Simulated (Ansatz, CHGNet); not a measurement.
For 1T (CdI2-type) ZrSe₂, the machine-learned potential CHGNet 0.3.0 (trained on PBE and PBE+U data) gives:

lattice parameter a: 3.825 Å
lattice parameter c: 6.913 Å

### Question
What does HSE06 (Ansatz, an electronic-structure program, PAW) give for the same quantities?

### Answer

- lattice constant a: 3.792 Å (shrinks by 0.9 %)
- lattice parameter c: 6.762 Å (falls by 2.2 %)

For comparison: lattice constant a 3.77 Å (measured, temperature not stated, no zero-point or thermal correction; as tabulated in Björkman (2014), arXiv:1406.2436); lattice parameter c 6.122 Å (measured, temperature not stated, zero-point anharmonic expansion removed (computed with revB86b-DF2); no thermal correction; as tabulated in Björkman (2014), arXiv:1406.2436).

Changes are worked out from the printed values.

Unless a cell is named, each level is at its own relaxed cell (CHGNet 0.3.0 29.20, HSE06 28.07 Å³/atom).

Caveats: the cell comes from a level without a dispersion term, which matters for the spacing of layers, chains or molecules (HSE06). Ansatz's density-functional and Hartree–Fock values are scalar-relativistic unless marked +SOC, with PAW data made under PBE.
